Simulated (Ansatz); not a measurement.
Start from `CCOCC#N` and change one atom or group to get `CCOCCF`.

Ansatz, PBE0-D4/def2-TZVP geometries, multiplicity 1. Each molecule was computed in one conformer, which needn't be the lowest.

```
                                          property  `CCOCC#N`
             LUMO energy (ωB97M-V/def2-TZVPP) / eV       2.19
size of the dipole moment (ωB97M-V/def2-TZVPP) / D       3.31
                 LUMO energy (PBE/def2-TZVPP) / eV      -0.94
               HOMO energy (B3LYP/def2-TZVPP) / eV      -8.10
    size of the dipole moment (PBE/def2-TZVPP) / D       3.28
                 HOMO energy (PBE/def2-TZVPP) / eV      -6.71
```

(1) What does the change do to each property? (Best estimate.)

Results:

(1) The calculation gave: 
```
                                          property  `CCOCCF`  shift
             LUMO energy (ωB97M-V/def2-TZVPP) / eV      2.63   0.44
size of the dipole moment (ωB97M-V/def2-TZVPP) / D      1.86  -1.45
                 LUMO energy (PBE/def2-TZVPP) / eV      0.35   1.29
               HOMO energy (B3LYP/def2-TZVPP) / eV     -7.46   0.64
    size of the dipole moment (PBE/def2-TZVPP) / D      1.76  -1.52
                 HOMO energy (PBE/def2-TZVPP) / eV     -6.07   0.64
```

With PBE0 the HOMO rises by 0.67 eV and the LUMO rises by 1.00 eV, so the gap widens by about 0.33 eV. PBE moves the HOMO by 0.64 eV and ωB97M-V by 0.66 eV. Dipoles are sizes alone; their direction can turn.

B3LYP here is the variant with VWN-RPA as its local correlation; programs differ in this.
